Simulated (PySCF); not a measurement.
All values below come from PBE0-D3(BJ)/def2-TZVP (PySCF 2.14.0). Gas-phase values, no solvent. 

Reference species (SMILES): `Br[B]Br` (neutral, multiplicity 2).

```yaml
dipole_moment: 0.42 D
```

Changed species: `[SiH3]` (radical fragment; the reference has radical fragment).

### Question
Give the shifts of the dipole moment.

### Answer
the dipole moment drops by 0.39 D, to 0.03 D.
